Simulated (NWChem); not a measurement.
## Correlation energy of hydrogen peroxide (H2O2)

```
O
H 1 0.9670
O 1 1.4185 2 101.03
H 3 0.9670 1 101.03 2 117.50
```
Charge 0, spin multiplicity 1.

Everything below was run with NWChem. All single points use one geometry, from PBE0/def2-SVP, a minimum by its harmonic frequencies. It is one conformer; others weren't searched.

Basis set: 6-311G**. Each correlation energy counts from its own Hartree-Fock reference.

```csv
method,correlation energy (mHa),difference from CCSD(T)
CR-CCSD(T),-433.5,+2.2
CCSD(T),-435.7,0.0
CCSD,-423.5,+12.2
CR-CCSD[T],-433.8,+1.8
CCSD+T(CCSD),-436.1,-0.4
SCS-MP2,-404.1,+31.6
MP2,-412.6,+23.1
```

The values span 32.0 mHa, from CCSD+T(CCSD) (lowest) to SCS-MP2 (highest). 

The correlated methods keep 2 core orbitals frozen. The Pople sets run with spherical d functions. Differences from the coupled-cluster row are differences between methods, not errors against experiment.
